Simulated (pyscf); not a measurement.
PySCF, gas phase, ωB97X-D3(BJ)/def2-SVP geometries.

Q: F–Nb(F)(F)(F)–F (SMILES [F][Nb]([F])([F])([F])[F]) + HCl (SMILES Cl) -> F–Cl (SMILES FCl) + F–NbH(F)(F)–F (SMILES [F][NbH]([F])([F])[F])
Surface: singlet. Broken: F–Nb, Cl–H. Formed: Cl–F, H–Nb. Give ΔE‡ and ΔE from ωB97M-D3(BJ)/def2-TZVP, relative to the separated reactants.

A: ΔE‡ = 132.4 kcal/mol, ΔE = +106.9 kcal/mol. Zero-point energy shifts the barrier by -0.5 kcal/mol. It is a four-centre exchange, with an imaginary mode of 1174i cm⁻¹. On the reactant side the descent ends in an adduct with a Cl–Nb contact (not fully relaxed), 8.4 kcal/mol under the separated species and 141.4 kcal/mol under the saddle at ωB97X-D3(BJ)/def2-TZVP. On the product side the descent ends in an adduct with a F–Nb contact, 2.4 kcal/mol under the separated species and 27.3 kcal/mol under the saddle at ωB97X-D3(BJ)/def2-TZVP. What is counted as broken (F–Nb) persists as a longer contact in the product adduct; parting that adduct is a step of its own. The same reactants have a lower exit, to HF + F–Nb(F)(F)(F)–Cl (barrier +8.3 kcal/mol at ωB97M-D3(BJ)/def2-TZVP, against +132.4 kcal/mol here). One saddle was located; it need not be the lowest between these sides. A restricted solution here is unstable towards spin polarisation, so biradical character is likely and single-reference numbers are less safe. Elements past Kr carry the def2 core potentials, without spin-orbit coupling.
